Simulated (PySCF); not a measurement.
Gas-phase reaction: c-Si₃H₆ + 3 CH₂Cl₂ = 3 CH₃SiHCl₂

Energies from PySCF (xtb for GFN2), thermal terms from the rigid-rotor harmonic-oscillator model, ideal gas at 1 bar. † marks an energy on the PBE0/def2-TZVP geometry and frequencies; other levels use their own. MP2 and CCSD(T) freeze the core. 6-31G* has spherical d functions here. All species are closed-shell singlets. B3LYP is the form with VWN-RPA correlation. c-Si₃H₆: computed as isolated molecules; such fragments, hydroxides, amides, oligomers or adducts are transient or little studied in the gas. MP2 isn't extrapolated to the basis-set limit; its ΔH°(298 K) is -1156.9 kJ in def2-SVP and -1186.2 kJ in def2-TZVPP. CCSD(T) isn't extrapolated to the basis-set limit; its ΔH°(298 K) is -1105.5 kJ in def2-SVP and -1133.6 kJ in def2-TZVPP. The harmonic model lacks anharmonicity and excited electronic states, which grow with temperature; levels with a mode under 35 cm⁻¹ are left out. Internal rotation in CH₃SiHCl₂ is treated as a harmonic vibration of one conformer, which makes the entropy rough.

| level | ΔE electronic, kJ | ΔH°(298 K), kJ | ΔS°(298 K), J/K | ΔG°(1600 K), kJ |
|---|---|---|---|---|
| B3LYP/6-31G* | -1076 | -1050 | -127 | -859 |
| B3LYP/def2-TZVP† | -1132 | -1107 | -129 | -915 |
| CCSD(T)/def2-TZVPP† | -1159 | -1134 | -129 | -942 |
| GFN2-xTB | -1072 | -1033 | -118 | -848 |
| MP2/def2-TZVPP† | -1211 | -1186 | -129 | -994 |
| PBE0/def2-SVP† | -1121 | -1096 | -129 | -904 |
| LDA/def2-TZVP† | -1101 | -1076 | -129 | -884 |
| ωB97M-V/def2-TZVP† | -1187 | -1162 | -129 | -970 |
ΔH° is lowest at MP2/def2-TZVPP† and highest at GFN2-xTB. No reference value is set beside these.
